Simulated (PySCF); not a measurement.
CH5NSi.
Atom-mapped SMILES: `[H]/[N:1]=[CH:2]/[SiH3:3]` (hydrogens: H4 on N1; H5 on C2; H6, H7, H8 on Si3)

Structure used (PBE0-D3(BJ)/def2-SVP), in Å, numbered top down from 1:
```xyz
8
CH5NSi angstrom
N      1.5799   -0.4422   -0.5575
C      0.7512    0.0709    0.2613
Si    -1.1045    0.0427   -0.1303
H      2.5416   -0.3558   -0.2050
H      1.0716    0.5405    1.2175
H     -1.8079   -0.8059    0.8815
H     -1.6509    1.4312   -0.0187
H     -1.3273   -0.4952   -1.5008
```

Linear response at CAM-B3LYP/def2-SVPD (PySCF, frozen core in the response, non-relativistic).

Static isotropic polarisability: 49.44 au (7.33 Å³), principal values 40.3, 47.1, 61.0 au.

Q: What is the polarisability at 1064 nm and at the sodium D line?

A: 49.94 au at 1064 nm (+1.0 %), 51.13 au at 589.3 nm (+3.4 %). The rise at 589.3 nm is 3.38 times that at 1064 nm; a pure ω² law gives 3.26. The lowest singlet lies at 273 nm, shorter than both wavelengths.

Q: What is the isotropic C6 coefficient between two such molecules, C6 = (3/π)∫α(iω)² dω?

A: 878.9 au (Eh·bohr⁶) by a ten-point quadrature over imaginary frequencies, which is 525 eV·Å⁶ or 50.7 J·nm⁶/mol.

Q: Which effective excitation energy ω̄ makes London's formula C6 = (3/4)α²ω̄ exact here?

A: ω̄ = 4·C6/(3α²) = 0.479 Eh = 13.0 eV. A one-pole form α(ω) = α/(1 − ω²/ω̄²) fitted to the 1064 nm value gives 11.6 eV. London's choice of the ionisation energy (9.97 eV, ΔSCF at the same level) gives C6 = 671 au, 24 % too low.

Q: The lowest 10 singlets have (eV, f): 4.54, 0.003; 6.84, 0.004; 7.66, 0.025; 7.68, 0.033; 7.88, 0.140; 8.07, 0.014; 8.08, 0.051; 8.15, 0.038; 8.23, 0.270; 8.58, 0.001. What share of the static polarisability do they carry in the sum over states α = Σ f/ω²?

A: 6.70 au, 13.5 % of α; the largest term, 2.95 au, is that of the state at 8.23 eV. Their oscillator strengths add up to 0.58. Higher states carry the rest.

Q: What n − 1 at the D line would an ideal gas of it have at 273.15 K and 1 atm (2.6868 × 10¹⁹ cm⁻³), by n − 1 = 2π·N·α′?

A: 12.79 × 10⁻⁴, a formal value whether or not that pressure can be reached.

Q: What molar refraction at the D line follows from R = (4π/3)·N_A·α′, with α′ the polarisability volume?

A: α′ = 7.58 Å³ gives R = 19.11 cm³/mol, for isolated, non-vibrating species.

Q: What does −C6/R⁶ come to at R = 10 Å between centres?

A: -51 J/mol. This is the leading, orientation-averaged term; C8 and higher terms are left out.

On Arm Neoverse N1, one thread, on a shared host, this took 26 s wall (grids of density and orbitals included) and 0.48 GiB of memory at its peak. This is the whole response run at CAM-B3LYP/def2-SVPD, SCF included.
